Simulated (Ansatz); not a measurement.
A made-up structure of CH$_{5}$OSi (charge +1), closed shell:

```
8
angstrom
C 0.5306 -0.8834 0.0795
O -0.2288 0.5546 0.8391
Si -0.6070 0.3511 -0.6312
H -2.0123 0.1604 -0.7029
H -0.1007 1.4000 -1.4435
H 0.2193 1.3907 1.0434
H 0.1581 -1.7598 0.5451
H 1.5704 -0.7335 -0.0616
```

It is relaxed with PBE-D4/def2-SVP and then PBE0-D4/def2-TZVP (Ansatz 0.2.0). Atoms count as bonded within 1.22 times the sum of their covalent radii (H–H: 0.88 Å). The end point is not checked to be a true minimum.

(1) Does its bonding change? (Judge from chemistry; the calculation decides.)

## Answers

(1) Computed: Yes. Formed: C1–O2; broken: none.

Where it ends: The first stage lowers the energy by 1.71 eV in 10 steps. It ends as CH₅OSi ([CH2]1[OH][SiH2]1), total charge +1:
```
8
angstrom
C 0.4544 -0.7124 0.1323
O -0.1431 0.4701 0.9011
Si -0.6966 0.3485 -0.8018
H -2.1343 0.0609 -0.8204
H -0.1224 1.4242 -1.6194
H 0.4981 1.1128 1.2439
H 0.1469 -1.6264 0.6285
H 1.5265 -0.5977 0.0036
```

Labels in which every atom is bracketed show which atoms are joined, not bond orders.

For scale, one of the runs: PBE0-D4/def2-TZVP relaxation, 129 basis functions, launched by `ansatz run in.yaml --threads 2 --pin off --events-out ev --progress --plain --max-ram 4352MiB`. Hardware: 2 CPU threads of an Arm Neoverse V1, shared host. Wall time about 21 s.
